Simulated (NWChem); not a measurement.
# UCCSD(T)/cc-pVTZ run of NS (Mononitrogen monosulfide)

Aim: the vertical doublet–quartet gap of NS (Mononitrogen monosulfide) at UCCSD(T)/cc-pVTZ, from 2 runs. 

The results are computed with NWChem 7.3.0.

4 further runs of the same task are left out: 4 set aside as unsound or not needed.

## (1) The molecule

NS has 2 atoms, charge 0, and is taken as a doublet. SMILES: `[N]=S`. The coordinates come from a PBE0-D4/def2-TZVP relaxation.

Bond lengths: N1–S2 1.486 Å.

## (2) A single-point energy at UCCSD(T)/cc-pVTZ

a.nw reads:

```
echo
start a
title "NS"
memory total 2200 mb
geometry noautosym nocenter noautoz
  N        0.000000       0.000000      -0.011220
  S        0.000000       0.000000       1.474400
end
basis spherical bse
  * library cc-pVTZ
end
scf
  doublet
  uhf
  thresh 1e-08
  maxiter 80
  print medium
end
tce
  scf
  ccsd(t)
  freeze core 6
  maxiter 60
end
task tce energy
```

Run with:

```console
nwchem a.nw > a.out
```

Log:

```text
[...]
  functions       =    64
[...]
  wavefunction    = UHF
[...]
         Total SCF energy =   -451.954237493880
      One electron energy =   -702.453679829888
      Two electron energy =    210.605087192723
 Nuclear repulsion energy =     39.894355143284
                       Sz =      0.5000
                 Sz(Sz+1) =      0.7500
                      S^2 =      1.1595
[...]
         Wavefunction type : Unrestricted Hartree-Fock
          No. of electrons :    23
[...]
         Spin multiplicity : doublet
[...]
 CCSD total energy / hartree       =      -452.306649788587833
[...]
 CCSD[T] total energy / hartree       =      -452.329806636144326
[...]
 CCSD(T) total energy / hartree       =      -452.326858652465489
[...]
```

Run time: 48 s. Hardware: 1 thread of AMD EPYC 9R45 (Zen 5), shared host; peak memory 0.49 GiB.

## (3) The quartet

ns.nw reads:

```
start ns
title "NS ccsd(t)"
memory stack 880 mb heap 220 mb global 1100 mb
charge 0

geometry units bohr noautosym nocenter noautoz
 N      0.00000000     0.00000000    -0.02120273
 S      0.00000000     0.00000000     2.78621220
end

basis spherical bse
 N library cc-pVTZ
 S library cc-pVTZ
end

scf
 nopen 3
 uhf
 thresh 1e-08
 maxiter 80
end

tce
 scf
 ccsd(t)
 freeze core 6
 maxiter 60
end

task tce energy
```

Run with:

```console
nwchem ns.nw > ns.out
```

Log:

```text
[...]
  functions       =    64
[...]
  wavefunction    = UHF
[...]
         Total SCF energy =   -451.851456773823
      One electron energy =   -702.367993082299
      Two electron energy =    210.622184104543
 Nuclear repulsion energy =     39.894352203933
                       Sz =      1.5000
                 Sz(Sz+1) =      3.7500
                      S^2 =      3.8116
[...]
         Wavefunction type : Unrestricted Hartree-Fock
          No. of electrons :    23
[...]
         Spin multiplicity : quartet
[...]
 CCSD total energy / hartree       =      -452.172573069023997
[...]
 CCSD[T] total energy / hartree       =      -452.189543924440386
[...]
 CCSD(T) total energy / hartree       =      -452.188371509605474
[...]
```

It took 32 s on 1 thread of AMD EPYC 9R45 (Zen 5), shared host; peak memory 0.5 GiB.

## (4) What came out

Level: UCCSD(T)/cc-pVTZ, 6 core orbitals frozen.

```
                                                           quantity          value
                                              doublet: total energy  -452.32686 Eh
doublet: HOMO energy (Hartree–Fock orbitals) (highest over α and β)       -9.78 eV
 doublet: LUMO energy (Hartree–Fock orbitals) (lowest over α and β)        0.51 eV
               doublet: correlation energy (6 core orbitals frozen)     -372.6 mEh
                                            doublet: (T) correction     -20.21 mEh
                         doublet: ⟨S²⟩ of the reference determinant          1.159
                                              quartet: total energy  -452.18837 Eh
quartet: HOMO energy (Hartree–Fock orbitals) (highest over α and β)      -10.21 eV
 quartet: LUMO energy (Hartree–Fock orbitals) (lowest over α and β)       -1.15 eV
               quartet: correlation energy (6 core orbitals frozen)     -336.9 mEh
                                            quartet: (T) correction     -15.80 mEh
                         quartet: ⟨S²⟩ of the reference determinant          3.812
                   vertical energy of the quartet above the doublet       3.768 eV
```

At this shape the quartet lies 3.77 eV (87 kcal/mol) above the doublet. ⟨S²⟩ (doublet) is 1.16 where a pure doublet has 0.75: the reference is spin-contaminated. The triples (doublet) make up 5.4 % of the correlation energy. The triples (quartet) make up 4.7 % of the correlation energy.
